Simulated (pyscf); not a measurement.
Optimised with ωB97X-D3(BJ)/def2-SVP in PySCF.

Estimate by transition-state theory the rate constant of H₃C–N(CH₃)–SiH₂• + H₂ → H₃C–N(CH₃)–SiH₃ + H• (doublet surface; H–H broken, H–Si formed) at 600 K, with ωB97M-D3(BJ)/def2-TZVP energies (ideal gas, 1 atm, RRHO with modes under 100 cm⁻¹ raised to 100, one conformer, R ln 2 for rigid chiral ones; no tunnelling).

The electronic barrier is 17.9 kcal/mol and the thermal terms add +13.0, so ΔG‡ = 30.8 kcal/mol. With k_BT/h = 1.25e+13 s⁻¹ and RT = 1.192 kcal/mol, and a volume of 8.18e-20 cm³ per molecule at 1 atm, k = 6.0e-18 cm³ molecule⁻¹ s⁻¹. Wigner's tunnelling factor for 749i cm⁻¹ would be 1.13. A shift of 1 kcal/mol in the barrier changes k by a factor 2.3. This is the saddle that the search found; another between the same sides may lie lower. The angle at the transferred H is 180°.
